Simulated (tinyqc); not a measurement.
FCI on RHF in the sto-3g basis, for OH-, spin multiplicity 1, step by step. The basis has no diffuse functions, so it cannot describe the extra electron: this is an exercise in the method, not the real anion. Computed by tinyqc, a small Python program that keeps every step (integrals from PySCF). Settings: charge = -1, multiplicity = 1, basis = sto-3g, method = RHF, energy threshold = 1e-10, iteration cap = 87, orthogonalisation = canonical, start = Wolfsberg-Helmholz matrix, DIIS depth = 6, ci = FCI. Command: `OMP_NUM_THREADS=1 python tinyqc.py 24275 24276 out.jsonl` (the two numbers bound the seeds that draw the settings). One thread of a shared host (Intel(R) Xeon(R) Processor @ 2.60GHz), about 0.1 s of CPU time with the checks. The early iterations of the SCF are left out here.

## One-electron integrals

Geometry (angstrom):
```
atom       x       y       z
O     0.0000  0.0000  0.0000
H     0.0000  0.0000  1.1090
```

Basis sto-3g: exponents (1/bohr^2) and contraction coefficients of normalised primitives:
```
element  l (shell)  exponent  coefficient
O            s (1)  130.7093       0.1543
O            s (1)   23.8089       0.5353
O            s (1)    6.4436       0.4446
O            s (2)    5.0332      -0.1000
O            s (2)    1.1696       0.3995
O            s (2)    0.3804       0.7001
O            p (3)    5.0332       0.1559
O            p (3)    1.1696       0.6077
O            p (3)    0.3804       0.3920
H            s (1)    3.4253       0.1543
H            s (1)    0.6239       0.5353
H            s (1)    0.1689       0.4446
```

Overlap, kinetic and nuclear-attraction integrals over the contracted functions; the nuclear repulsion is the sum of Za Zb / Rab.

nuclear repulsion = 3.817329 hartree

overlap S, lower triangle:
```
         1O 1s   1O 2s  1O 2px  1O 2py  1O 2pz   2H 1s
1O 1s   1.0000
1O 2s   0.2367  1.0000
1O 2px  0.0000  0.0000  1.0000
1O 2py  0.0000  0.0000  0.0000  1.0000
1O 2pz  0.0000  0.0000  0.0000  0.0000  1.0000
2H 1s   0.0376  0.3809  0.0000  0.0000  0.3372  1.0000
```

kinetic energy T (hartree), lower triangle:
```
          1O 1s   1O 2s  1O 2px  1O 2py  1O 2pz   2H 1s
1O 1s   29.0032
1O 2s   -0.1680  0.8081
1O 2px   0.0000  0.0000  2.5287
1O 2py   0.0000  0.0000  0.0000  2.5287
1O 2pz   0.0000  0.0000  0.0000  0.0000  2.5287
2H 1s   -0.0086  0.0675  0.0000  0.0000  0.1814  0.7600
```

nuclear attraction V (hartree), lower triangle:
```
           1O 1s    1O 2s   1O 2px   1O 2py   1O 2pz    2H 1s
1O 1s   -61.0956
1O 2s    -7.2960  -9.5268
1O 2px    0.0000   0.0000  -9.4245
1O 2py    0.0000   0.0000   0.0000  -9.4245
1O 2pz   -0.0116  -0.1416   0.0000   0.0000  -9.5126
2H 1s    -1.1873  -2.7731   0.0000   0.0000  -2.1929  -4.9676
```

core Hamiltonian H = T + V (hartree), lower triangle:
```
           1O 1s    1O 2s   1O 2px   1O 2py   1O 2pz    2H 1s
1O 1s   -32.0924
1O 2s    -7.4640  -8.7186
1O 2px    0.0000   0.0000  -6.8958
1O 2py    0.0000   0.0000   0.0000  -6.8958
1O 2pz   -0.0116  -0.1416   0.0000   0.0000  -6.9839
2H 1s    -1.1958  -2.7056   0.0000   0.0000  -2.0116  -4.2075
```

## Two-electron integrals

Functions are numbered as in S; the eight-fold symmetry (ij|kl) = (ji|kl) = (kl|ij) leaves the list below.

Two-electron integrals (ij|kl) in chemists' order, unique and non-zero (hartree):
```
(11|11) 4.7851   (21|11) 0.7414   (21|21) 0.1369   (22|11) 1.1189
(22|21) 0.2566   (22|22) 0.8172   (31|31) 0.0245   (32|31) 0.0378
(32|32) 0.1805   (33|11) 1.1158   (33|21) 0.2567   (33|22) 0.8170
(33|33) 0.8802   (41|41) 0.0245   (42|41) 0.0378   (42|42) 0.1805
(43|43) 0.0474   (44|11) 1.1158   (44|21) 0.2567   (44|22) 0.8170
(44|33) 0.7853   (44|44) 0.8802   (51|51) 0.0245   (52|51) 0.0378
(52|52) 0.1805   (53|53) 0.0474   (54|54) 0.0474   (55|11) 1.1158
(55|21) 0.2567   (55|22) 0.8170   (55|33) 0.7853   (55|44) 0.7853
(55|55) 0.8802   (61|11) 0.1192   (61|21) 0.0218   (61|22) 0.0407
(61|33) 0.0406   (61|44) 0.0406   (61|51) 0.0010   (61|52) 0.0019
(61|55) 0.0409   (61|61) 0.0035   (62|11) 0.3082   (62|21) 0.0717
(62|22) 0.2549   (62|33) 0.2504   (62|44) 0.2504   (62|51) 0.0054
(62|52) 0.0423   (62|55) 0.2636   (62|61) 0.0117   (62|62) 0.1008
(63|31) 0.0073   (63|32) 0.0432   (63|53) 0.0086   (63|63) 0.0139
(64|41) 0.0073   (64|42) 0.0432   (64|54) 0.0086   (64|64) 0.0139
(65|11) 0.2298   (65|21) 0.0541   (65|22) 0.2054   (65|33) 0.1962
(65|44) 0.1962   (65|51) 0.0108   (65|52) 0.0751   (65|55) 0.2235
(65|61) 0.0092   (65|62) 0.0987   (65|65) 0.1095   (66|11) 0.4673
(66|21) 0.1104   (66|22) 0.4518   (66|33) 0.4341   (66|44) 0.4341
(66|51) 0.0102   (66|52) 0.1118   (66|55) 0.4867   (66|61) 0.0181
(66|62) 0.2314   (66|65) 0.2585   (66|66) 0.7746
```

## Orthogonalisation

S = U s U^T; canonical form X = U s^(-1/2), so that X^T S X = 1. Each column of U has its largest component positive (the first on a tie).

eigenvalues of S: 0.4701  0.8398  1.0000  1.0000  1.1353  1.5548

X:
```
              1        2        3       4        5       6
1O 1s    0.3046   0.7546   0.0000  0.0000   0.5896  0.2317
1O 2s   -0.8366  -0.4674   0.0000  0.0000   0.3741  0.4597
1O 2px   0.0000   0.0000   0.9611  0.2762   0.0000  0.0000
1O 2py   0.0000   0.0000  -0.2762  0.9611   0.0000  0.0000
1O 2pz  -0.6202   0.5733   0.0000  0.0000  -0.5820  0.3194
2H 1s    0.9745  -0.2723   0.0000  0.0000  -0.2335  0.5255
```

Within a degenerate level the vectors are fixed only up to a rotation; this is one choice.

## Iteration 6 (converged): orbitals

converged F (hartree), lower triangle:
```
           1O 1s    1O 2s  1O 2px  1O 2py   1O 2pz    2H 1s
1O 1s   -19.4238
1O 2s    -4.9792  -1.7862
1O 2px    0.0000   0.0000  0.2246
1O 2py    0.0000   0.0000  0.0000  0.2246
1O 2pz   -0.0197  -0.0168  0.0000  0.0000   0.4954
2H 1s    -0.8064  -0.5686  0.0000  0.0000  -0.2840  -0.0076
```

Diagonalise F' = X^T F X, C = X C', fill 5 alpha and 5 beta electrons from the bottom; D = 2 C_occ C_occ^T. Each column has its largest component positive (the first on a tie).

F' = X^T F X (hartree), lower triangle:
```
         1        2       3       4        5        6
1   0.4506
2  -2.0792  -7.5085
3   0.0000   0.0000  0.2246
4   0.0000   0.0000  0.0000  0.2246
5  -1.4581  -8.2745  0.0000  0.0000  -8.7663
6  -0.8196  -4.2372  0.0000  0.0000  -4.9810  -3.0074
```

orbital energies (hartree): MO1 -19.4324, MO2 -0.5786, MO3 0.0739, MO4 0.2246, MO5 0.2246, MO6 1.1054

coefficients C:
```
            MO1      MO2      MO3     MO4      MO5      MO6
1O 1s    0.9944  -0.2444   0.0965  0.0000   0.0000  -0.0749
1O 2s    0.0234   0.9145  -0.4954  0.0000   0.0000   0.4331
1O 2px   0.0000   0.0000   0.0000  0.5850   0.8111   0.0000
1O 2py   0.0000   0.0000   0.0000  0.8111  -0.5850   0.0000
1O 2pz   0.0026   0.0285   0.5138  0.0000   0.0000   0.9430
2H 1s   -0.0052   0.2263   0.7218  0.0000   0.0000  -0.8845
```

D after iteration 6, lower triangle:
```
          1O 1s    1O 2s  1O 2px  1O 2py  1O 2pz   2H 1s
1O 1s    2.1159
1O 2s   -0.4961   2.1643
1O 2px   0.0000   0.0000  2.0000
1O 2py   0.0000   0.0000  0.0000  2.0000
1O 2pz   0.0904  -0.4568  0.0000  0.0000  0.5297
2H 1s    0.0183  -0.3015  0.0000  0.0000  0.7546  1.1443
```

Within a degenerate level the vectors are fixed only up to a rotation; this is one choice.

## Convergence

Stop when the energy changes by less than 1e-10 hartree and every element of the error matrix X^T (F D S - S D F) X is below 3e-06.

Course of the cycle:
```
iteration  E (hartree)     change  largest element of the error matrix
1           -73.597325          -                             4.85e-01
2           -74.050337  -4.53e-01                             1.33e-01
3           -74.063746  -1.34e-02                             2.20e-02
4           -74.064001  -2.55e-04                             8.54e-04
5           -74.064002  -4.74e-07                             6.60e-06
6           -74.064002  -3.30e-11                             4.49e-07
```

PySCF RHF in the same basis = -74.064002 hartree

Converged in 6 iterations.

## Integrals over molecular orbitals

(pq|rs) = sum C_ip C_jq C_kr C_ls (ij|kl), one index at a time.

one-electron integrals over orbitals h = C^T H C (hartree), lower triangle:
```
          1        2        3        4        5        6
1  -32.0753
2    0.5996  -7.1131
3   -0.2278   0.7184  -5.4134
4    0.0000   0.0000   0.0000  -6.8958
5    0.0000   0.0000   0.0000   0.0000  -6.8958
6    0.1787  -0.8995  -1.4695   0.0000   0.0000  -5.6769
```

Two-electron integrals over orbitals (pq|rs), unique and non-zero (hartree):
```
(11|11) 4.7465    (21|11) -0.4395   (21|21) 0.0639    (22|11) 1.0316
(22|21) -0.0171   (22|22) 0.7284    (31|11) 0.1726    (31|21) -0.0246
(31|22) 0.0098    (31|31) 0.0176    (32|11) -0.1896   (32|21) 0.0076
(32|22) -0.0499   (32|31) 0.0101    (32|32) 0.1386    (33|11) 0.7526
(33|21) -0.0071   (33|22) 0.6068    (33|31) -0.0014   (33|32) 0.0006
(33|33) 0.6318    (41|41) 0.0260    (42|41) 0.0337    (42|42) 0.1534
(43|41) -0.0122   (43|42) -0.0478   (43|43) 0.0372    (44|11) 1.1153
(44|21) -0.0128   (44|22) 0.7597    (44|31) 0.0050    (44|32) -0.1025
(44|33) 0.5919    (44|44) 0.8802    (51|51) 0.0260    (52|51) 0.0337
(52|52) 0.1534    (53|51) -0.0122   (53|52) -0.0478   (53|53) 0.0372
(54|54) 0.0474    (55|11) 1.1153    (55|21) -0.0128   (55|22) 0.7597
(55|31) 0.0050    (55|32) -0.1025   (55|33) 0.5919    (55|44) 0.7853
(55|55) 0.8802    (61|11) -0.1348   (61|21) 0.0207    (61|22) -0.0008
(61|31) 0.0050    (61|32) 0.0222    (61|33) -0.0086   (61|44) -0.0037
(61|55) -0.0037   (61|61) 0.0273    (62|11) 0.1858    (62|21) -0.0045
(62|22) 0.0963    (62|31) 0.0168    (62|32) 0.0377    (62|33) 0.0022
(62|44) 0.1005    (62|55) 0.1005    (62|61) 0.0214    (62|62) 0.1088
(63|11) 0.2927    (63|21) -0.0045   (63|22) 0.1291    (63|31) -0.0032
(63|32) -0.1184   (63|33) 0.0236    (63|44) 0.1670    (63|55) 0.1670
(63|61) -0.0098   (63|62) 0.0311    (63|63) 0.1754    (64|41) 0.0090
(64|42) 0.0362    (64|43) 0.0115    (64|64) 0.0381    (65|51) 0.0090
(65|52) 0.0362    (65|53) 0.0115    (65|65) 0.0381    (66|11) 0.9423
(66|21) -0.0113   (66|22) 0.6764    (66|31) 0.0128    (66|32) 0.0170
(66|33) 0.6323    (66|44) 0.6670    (66|55) 0.6670    (66|61) 0.0097
(66|62) 0.0841    (66|63) 0.0572    (66|66) 0.7145
```

## FCI: determinants and Hamiltonian

Hartree-Fock energy = -74.064002 hartree

Slater-Condon rules over spin orbitals, with the nuclear repulsion added and E(HF) subtracted on the diagonal. Only determinants linked to the reference directly or through others are kept (one block of an abelian symmetry group), so some states are absent.

Occupation strings over the orbitals (2 doubly, a alpha, b beta, 0 empty; spin orbitals ordered 1a 1b 2a 2b ...): 222220 22a22b 2a222b a2222b 22b22a 2b222a b2222a 222202 222022 220222 2ab222 a2b222 2ba222 202222 ab2222 b2a222 ba2222 022222

H - E(HF) between determinants (hartree), lower triangle:
```
         222220   22a22b   2a222b   a2222b   22b22a   2b222a   b2222a   222202
222220   0.0000
22a22b   0.0000   0.5745
2a222b   0.0000   0.0141   1.1163
a2222b   0.0000  -0.0226   0.0327  19.6227
22b22a   0.0000  -0.1754  -0.0311   0.0098   0.5745
2b222a   0.0000  -0.0311  -0.1088  -0.0214   0.0141   1.1163
b2222a   0.0000   0.0098  -0.0214  -0.0273  -0.0226   0.0327  19.6227
222202   0.0381  -0.0115  -0.0362  -0.0090   0.0115   0.0362   0.0090   0.7646
222022   0.0381  -0.0115  -0.0362  -0.0090   0.0115   0.0362   0.0090   0.0474
220222   0.1754   0.0336   0.1184   0.0032  -0.0336  -0.1184  -0.0032   0.0372
2ab222  -0.0311  -0.1184   0.0719  -0.0045   0.0819  -0.0377  -0.0168   0.0478
a2b222   0.0098  -0.0032  -0.0045   0.2355   0.0183  -0.0222  -0.0050   0.0122
2ba222   0.0311   0.0819  -0.0377  -0.0168  -0.1184   0.0719  -0.0045  -0.0478
202222   0.1088  -0.0377  -0.0122   0.0045   0.0377   0.0122  -0.0045   0.1534
ab2222  -0.0214   0.0168  -0.0045   0.1017  -0.0222   0.0105  -0.0207  -0.0337
b2a222  -0.0098   0.0183  -0.0222  -0.0050  -0.0032  -0.0045   0.2355  -0.0122
ba2222   0.0214  -0.0222   0.0105  -0.0207   0.0168  -0.0045   0.1017   0.0337
022222   0.0273  -0.0050  -0.0207   0.1445   0.0050   0.0207  -0.1445   0.0260

         222022   220222   2ab222   a2b222   2ba222   202222   ab2222   b2a222
222022   0.7646
220222   0.0372   1.2306
2ab222   0.0478   0.0023   1.7033
a2b222   0.0122   0.0368   0.0368  20.0896
2ba222  -0.0478  -0.0023  -0.1386  -0.0101   1.7033
202222   0.1534   0.1386   0.0529  -0.0076  -0.0529   2.3228
ab2222  -0.0337  -0.0101   0.0076  -0.1925   0.0256  -0.0268  20.8664
b2a222  -0.0122  -0.0368  -0.0101  -0.0176   0.0368   0.0076   0.0246  20.0896
ba2222   0.0337   0.0101   0.0256   0.0246   0.0076   0.0268  -0.0639  -0.1925
022222   0.0260   0.0176   0.0246  -0.1371  -0.0246   0.0639   0.3956   0.1371

         ba2222   022222
ba2222  20.8664
022222  -0.3956  42.8218
```

## FCI: roots

Diagonalise (each vector has its largest component positive (the first on a tie)); all determinants have Ms = 0, so triplets appear too. The lowest singlet root is the correlation energy.

lowest roots of this matrix, relative to E(HF) (hartree): -0.0313  0.3975  0.7034  0.7171  0.7530  1.0058  1.0749  1.4021

lowest vectors:
```
         root 1   root 2   root 3   root 4
222220   0.9888   0.0000  -0.0231   0.0000
22a22b   0.0076   0.7065   0.6859   0.0000
2a222b   0.0083   0.0185  -0.0840   0.0000
a2222b   0.0000   0.0005   0.0013   0.0000
22b22a  -0.0076   0.7065  -0.6859   0.0000
2b222a  -0.0083   0.0185   0.0840   0.0000
b2222a   0.0000   0.0005  -0.0013   0.0000
222202  -0.0338   0.0000  -0.0574   0.7071
222022  -0.0338   0.0000  -0.0574  -0.7071
220222  -0.1337   0.0000  -0.0453   0.0000
2ab222   0.0196   0.0216   0.1312   0.0000
a2b222  -0.0002  -0.0005   0.0007   0.0000
2ba222  -0.0196   0.0216  -0.1312   0.0000
202222  -0.0339   0.0000   0.0384   0.0000
ab2222   0.0008   0.0001  -0.0015   0.0000
b2a222   0.0002  -0.0005  -0.0007   0.0000
ba2222  -0.0008   0.0001   0.0015   0.0000
022222  -0.0005   0.0000   0.0000   0.0000
```

<S^2> of these roots: 0.0000  2.0000  0.0000  0.0000  0.0000  2.0000  0.0000  0.0000

weight of the ground state by excitation level 0, 1, 2, ...: 0.9777  0.0003  0.0221
